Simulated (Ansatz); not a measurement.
Two structures of SiNH5S, singlet, reached by relaxing down either side of one saddle point (PBE0-D4/def2-TZVP). Energies are electronic, without zero-point energy. Program: Ansatz 0.2.0. Basis: def2-TZVPP and def2-QZVPP. Cores are frozen in the correlated methods. Extrapolation: Hartree–Fock as exp(−7.88 √X), correlation as X^−2.97. First:

```json
{"atom": "Si1", "x (Å)": "-0.5798", "y (Å)": "-0.2383", "z (Å)": "-0.1075"}
{"atom": "N2", "x (Å)": "0.0749", "y (Å)": "1.0316", "z (Å)": "0.8321"}
{"atom": "S3", "x (Å)": "0.5734", "y (Å)": "-0.9422", "z (Å)": "-1.7771"}
{"atom": "H4", "x (Å)": "1.5724", "y (Å)": "-1.4417", "z (Å)": "-1.0301"}
{"atom": "H5", "x (Å)": "-1.8242", "y (Å)": "0.2151", "z (Å)": "-0.7718"}
{"atom": "H6", "x (Å)": "-0.8190", "y (Å)": "-1.3549", "z (Å)": "0.8381"}
{"atom": "H7", "x (Å)": "0.3211", "y (Å)": "1.9124", "z (Å)": "0.4093"}
{"atom": "H8", "x (Å)": "0.6814", "y (Å)": "0.8179", "z (Å)": "1.6071"}
```

Second:

Si1  (-0.690, -0.641, -0.370)
N2  (0.605, 0.615, 0.400)
S3  (0.170, -1.326, -2.012)
H4  (1.468, 0.096, 0.545)
H5  (-1.833, 0.322, -0.384)
H6  (-0.853, -1.458, 0.871)
H7  (0.798, 1.314, -0.314)
H8  (0.335, 1.077, 1.266)
(Å)

**Question.** Which bonds change from the first to the second?

**Answer.** SiNH₅S ([NH2][SiH2][SH]) → SiH₂S ([SiH2][S]) + NH₃ (still joined by a long Si–N bond); bonds formed: N2–H4; bonds broken: S3–H4; bonds weakened to dative contacts: Si1–N2.

**Question.** Give the saddle point's structure and its height above each. (Judge from chemistry; the value comes from the calculation.)

**Answer.** The calculation gives: 28.82 kcal/mol above the first and 17.26 kcal/mol above the second (CCSD(T) at an estimated basis limit (MP2 extrapolated from triple and quadruple zeta, plus CCSD(T) − MP2 in triple zeta)).
```xyz
8
angstrom
Si -0.7090 -0.4909 -0.2220
N 0.5618 0.6591 0.4300
S 0.6759 -1.3356 -1.4858
H 1.1881 -0.0910 -0.4874
H -1.8130 0.3374 -0.7730
H -1.2358 -1.2663 0.9312
H 0.4677 1.6455 0.2166
H 0.8644 0.5419 1.3903
```

The T1 diagnostic stays at or below 0.012.

Labels in which every atom is bracketed show which atoms are joined, not bond orders.

For scale, one of the runs: CCSD(T)/def2-TZVPP, 185 basis functions (an equivalent command: `ansatz run in.yaml --threads 2`). Hardware: 2 CPU threads, shared host. Wall time 33 s; peak host memory 1.7 GiB.
